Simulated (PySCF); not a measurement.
# H4NO2: the cost of one run

Computed with PySCF 2.14.0; each step states its level. No surroundings beyond the atoms listed, unless a continuum is named. Atoms count from 0, parts from 1.

### Step 1. Starting point

7 atoms, charge -1, multiplicity 1; geometry: GFN2-xTB. Parts: 1 = atoms 0–4, `NO`, charge 0; 2 = atoms 5–6, `[OH-]`, charge -1. In the given geometry H2 has moved to O5 of another part (1.14 Å), so values for the parts refer to these atom groups.

### Step 2. Relaxing the molecule at PBE0-D3(BJ)/def2-SVPD

What the job is given:

```
{"job": {"xc": "PBE0", "basis": "def2-SVPD", "d3": "d3bj", "grid": 2, "kind": "geom", "shake": 0.01}, "charge": -1, "multiplicity": 1, "parts": [{"atoms": "0-4", "charge": 0, "multiplicity": 1}, {"atoms": "5-6", "charge": -1, "multiplicity": 1}]}
O      0.157101    -0.290735    -0.567731
N     -0.401319    -0.520332     0.722824
H     -0.667298     0.668151    -1.151190
H     -0.395903     0.402337     1.189291
H     -1.384469    -0.776191     0.565241
O     -1.303639     1.466964    -1.654375
H     -0.864578     1.508553    -2.508355
```

Started as:

```bash
OMP_NUM_THREADS=1 python cluster_run.py task.json out
```

One launch serves the whole session: the jobs run in the order shown.

Q: Estimate the wall time and peak memory of this first job on 1 thread of Arm Neoverse V1, shared host.

About 35 s, with a peak of 0.44 GiB.
